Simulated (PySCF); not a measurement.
Bonds (- single, = double, # triple, : aromatic): C1#C2 1.208 Å, C2-C3 1.466 Å, C3-F4 1.348 Å, C3-F5 1.348 Å. C1 carries H6; C3 carries H7.

Non-relativistic, no solvent model, averaged over atoms made equivalent by symmetry, fast rotation or ring inversion, a single conformation. PBE0-D3(BJ)/def2-SVP geometry; PBE0/pcSseg-1 with gauge-including orbitals; PySCF 2.14.

Scale: 13C and 1H vs TMS; CFCl3 for 19F (reference shieldings calculated alike).

```
atoms  nucleus  count  δ (ppm)
   C1      13C      1     83.3
F4/F5      19F      2   -125.3
   H7       1H      1     6.11
   C2      13C      1     79.0
   H6       1H      1        ?
   C3      13C      1        ?
```

Question: Fill in the missing shifts.

Answer: 
- C3: 106.3 ppm, propargylic sp3 CH bonded to 2 F; 2 electronegative neighbours deshield it
- H6: 2.61 ppm, hydrogen on a terminal alkyne carbon; it lies on the axis of the triple bond, in its shielding cone

Shifts are as computed. Against solution values, carbons near 30 ppm lie about +2 ppm off and those near 130 ppm about +5 ppm. Of 1211 compounds with measured shifts, 218 miss one by over three times the rms of a fit or turn the order of signals round; such compounds aren't used in these exercises. Unscaled 19F shifts against computed CFCl3 carry errors that often reach 10 to 50 ppm.
